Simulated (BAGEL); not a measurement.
# C2H3F3O (2,2,2-trifluoroethanol): HF/STO-3G (density fitting with cc-pvqz-jkfit)

What is the vertical ionisation energy of C2H3F3O (2,2,2-trifluoroethanol) at HF/STO-3G (density fitting with cc-pvqz-jkfit)? 

The results are computed with BAGEL 1.2.2.

1 further run of the same task is left out (set aside as unsound or not needed). Runs told in other sessions of the task aren't counted.

## 1. The molecule

The species is C2H3F3O (9 atoms), meant as a singlet with charge 0. SMILES: `OCC(F)(F)F`. The shape is that of a PBE0-D4/def2-TZVP optimisation. This is one conformer, not always the lowest.

Bond lengths: O1–C2 1.395 Å, C2–C3 1.515 Å, C3–F4 1.332 Å, C3–F5 1.345 Å, C3–F6 1.338 Å, O1–H7 0.962 Å, C2–H8 1.091 Å, C2–H9 1.097 Å. Some angles: O1–C2–C3 112.2°, C2–C3–F4 112.6°, C2–C3–F5 110.7°, C2–C3–F6 110.5°, F4–C3–F5 107.3°, F4–C3–F6 107.9°, F5–C3–F6 107.6°, O1–C2–H8 107.8°, O1–C2–H9 113.2°, C3–C2–H8 107.8°.

## 2. The energy at HF/STO-3G (density fitting with cc-pvqz-jkfit)

Contents of job.json:

```json
{ "bagel" : [

{
  "title" : "molecule",
  "basis" : "sto-3g",
  "df_basis" : "cc-pvqz-jkfit",
  "angstrom" : true,
  "geometry" : [
    { "atom" : "O", "xyz" : [       0.266530,      -1.505850,      -0.522220 ] },
    { "atom" : "C", "xyz" : [       0.133530,      -0.525950,       0.461010 ] },
    { "atom" : "C", "xyz" : [      -0.345850,       0.793870,      -0.107260 ] },
    { "atom" : "F", "xyz" : [      -1.549160,       0.702470,      -0.671030 ] },
    { "atom" : "F", "xyz" : [       0.503280,       1.241540,      -1.049190 ] },
    { "atom" : "F", "xyz" : [      -0.410400,       1.722300,       0.853640 ] },
    { "atom" : "H", "xyz" : [       0.947650,      -1.231740,      -1.143270 ] },
    { "atom" : "H", "xyz" : [      -0.612860,      -0.871420,       1.177610 ] },
    { "atom" : "H", "xyz" : [       1.067280,      -0.325240,       1.000710 ] }
  ]
},

{ "title" : "hf" },

{ "title" : "print", "file" : "orbitals.molden", "orbitals" : true }

]}
```

Started as:

```console
BAGEL_NUM_THREADS=1 BAGEL job.json > job.out
```

Output:

```text
* using 1 threads per process

  ===============================================================
  ===============================================================

  *** Geometry ***

  { "atom" : "O", "xyz" : [      0.503669,     -2.845644,     -0.986853 ] },
  { "atom" : "C", "xyz" : [      0.252335,     -0.993901,      0.871183 ] },
  { "atom" : "C", "xyz" : [     -0.653562,      1.500197,     -0.202692 ] },
  { "atom" : "F", "xyz" : [     -2.927488,      1.327476,     -1.268063 ] },
  { "atom" : "F", "xyz" : [      0.951061,      2.346171,     -1.982682 ] },
  { "atom" : "F", "xyz" : [     -0.775544,      3.254675,      1.613146 ] },
  { "atom" : "H", "xyz" : [      1.790799,     -2.327651,     -2.160467 ] },
  { "atom" : "H", "xyz" : [     -1.158138,     -1.646745,      2.225360 ] },
  { "atom" : "H", "xyz" : [      2.016867,     -0.614615,      1.891068 ] },

  Number of auxiliary basis functions:      789

  Since a DF basis is specified, we compute 2- and 3-index integrals:
    o Being stored without compression. Storage requirement is 0.007 GB

  Number of basis functions:       33
  Number of electrons      :       50

    * METHOD: MOLECULE                             0.68

  *** RHF ***

  === Nuclear Repulsion ===
   274.6013822678

      * DIIS with orbital gradients will be used.

  === RHF iteration (sto-3g) ===
      0       -444.27987994          0.02646650           0.07
      1       -444.48582501          0.00753518           0.07
      2       -444.50280577          0.00129948           0.07
      3       -444.50406115          0.00018289           0.07
      4       -444.50408426          0.00004207           0.07
      5       -444.50408532          0.00000608           0.07
      6       -444.50408534          0.00000179           0.07
      7       -444.50408534          0.00000055           0.07
      8       -444.50408534          0.00000012           0.07
      9       -444.50408534          0.00000004           0.07
     10       -444.50408534          0.00000001           0.07
    * SCF iteration converged.

    * Permanent dipole moment:
           (   -0.487967,     0.043122,    -0.181722) a.u.

    * METHOD: HF                                   0.87

    * METHOD: PRINT                                0.00

  ===============================================================
```

Wall time 1.7 s (1 thread of Arm Neoverse V2, shared host); peak memory 0.084 GiB.

## 3. The doublet cation

Contents of job.json:

```json
{ "bagel" : [

{
  "title" : "molecule",
  "basis" : "sto-3g",
  "df_basis" : "cc-pvqz-jkfit",
  "angstrom" : true,
  "geometry" : [
    { "atom" : "O", "xyz" : [    0.266530,   -1.505850,   -0.522220 ] },
    { "atom" : "C", "xyz" : [    0.133530,   -0.525950,    0.461010 ] },
    { "atom" : "C", "xyz" : [   -0.345850,    0.793870,   -0.107260 ] },
    { "atom" : "F", "xyz" : [   -1.549160,    0.702470,   -0.671030 ] },
    { "atom" : "F", "xyz" : [    0.503280,    1.241540,   -1.049190 ] },
    { "atom" : "F", "xyz" : [   -0.410400,    1.722300,    0.853640 ] },
    { "atom" : "H", "xyz" : [    0.947650,   -1.231740,   -1.143270 ] },
    { "atom" : "H", "xyz" : [   -0.612860,   -0.871420,    1.177610 ] },
    { "atom" : "H", "xyz" : [    1.067280,   -0.325240,    1.000710 ] }
  ]
},
{ "title" : "uhf", "charge" : 1, "nopen" : 1 },
{ "title" : "print", "file" : "orbitals.molden", "orbitals" : true }

]}
```

Started as:

```console
BAGEL_NUM_THREADS=1 BAGEL job.json > job.out
```

Output:

```text
* using 1 threads per process

  ===============================================================
  ===============================================================

  *** Geometry ***

  { "atom" : "O", "xyz" : [      0.503669,     -2.845644,     -0.986853 ] },
  { "atom" : "C", "xyz" : [      0.252335,     -0.993901,      0.871183 ] },
  { "atom" : "C", "xyz" : [     -0.653562,      1.500197,     -0.202692 ] },
  { "atom" : "F", "xyz" : [     -2.927488,      1.327476,     -1.268063 ] },
  { "atom" : "F", "xyz" : [      0.951061,      2.346171,     -1.982682 ] },
  { "atom" : "F", "xyz" : [     -0.775544,      3.254675,      1.613146 ] },
  { "atom" : "H", "xyz" : [      1.790799,     -2.327651,     -2.160467 ] },
  { "atom" : "H", "xyz" : [     -1.158138,     -1.646745,      2.225360 ] },
  { "atom" : "H", "xyz" : [      2.016867,     -0.614615,      1.891068 ] },

  Number of auxiliary basis functions:      789

  Since a DF basis is specified, we compute 2- and 3-index integrals:
    o Being stored without compression. Storage requirement is 0.007 GB

  Number of basis functions:       33
  Number of electrons      :       50

    * METHOD: MOLECULE                             0.67

  *** Open-shell HF ***

  === Nuclear Repulsion ===
   274.6013822678

      * DIIS with orbital gradients will be used.

  === UHF iteration (sto-3g) ===
      0       -443.89517760          0.05922039           0.13
      1       -444.15002087          0.02465455           0.13
      2       -444.19170546          0.00924109           0.13
      3       -444.20284773          0.00443744           0.13
      4       -444.21056609          0.00269011           0.13
      5       -444.21490217          0.00086423           0.13
      6       -444.21527595          0.00063282           0.13
      7       -444.21544445          0.00045495           0.13
      8       -444.21552945          0.00037253           0.13
      9       -444.21568447          0.00016808           0.13
     10       -444.21571926          0.00007333           0.13
     11       -444.21572581          0.00004092           0.13
     12       -444.21572784          0.00001722           0.13
     13       -444.21572803          0.00000480           0.13
     14       -444.21572805          0.00000231           0.13
     15       -444.21572807          0.00000109           0.13
     16       -444.21572808          0.00000047           0.13
     17       -444.21572808          0.00000019           0.13
     18       -444.21572808          0.00000009           0.13
     19       -444.21572808          0.00000007           0.13
     20       -444.21572808          0.00000005           0.13
     21       -444.21572808          0.00000002           0.13
     22       -444.21572808          0.00000001           0.13
    * SCF iteration converged.

    * S^2 (UHF) is 0.7576

    * Permanent dipole moment:
           (   -1.461484,     2.460828,    -0.000908) a.u.

    * METHOD: UHF                                  3.20

    * METHOD: PRINT                                0.00

  ===============================================================
```

Wall time 4.2 s (1 thread of Arm Neoverse V2, shared host); peak memory 0.084 GiB.

## 4. What came out

At HF/STO-3G (density fitting with cc-pvqz-jkfit):

```
                                          quantity          value
                     singlet C2H3F3O: total energy  -444.50409 Eh
                    singlet C2H3F3O: dipole moment         1.33 D
                      singlet C2H3F3O: HOMO energy       -9.83 eV
                      singlet C2H3F3O: LUMO energy       13.95 eV
                    singlet C2H3F3O: HOMO–LUMO gap       23.78 eV
                      doublet cation: total energy  -444.21573 Eh
                              doublet cation: ⟨S²⟩          0.758
vertical ionisation energy (to the doublet cation)       7.847 eV
```

What this shows: Removing an electron at fixed nuclei costs 7.85 eV (181 kcal/mol). −ε(HOMO) before ionisation, 9.83 eV, is 1.99 eV above this ionisation energy. In a minimal basis such a difference can be off by several eV, whatever the method.
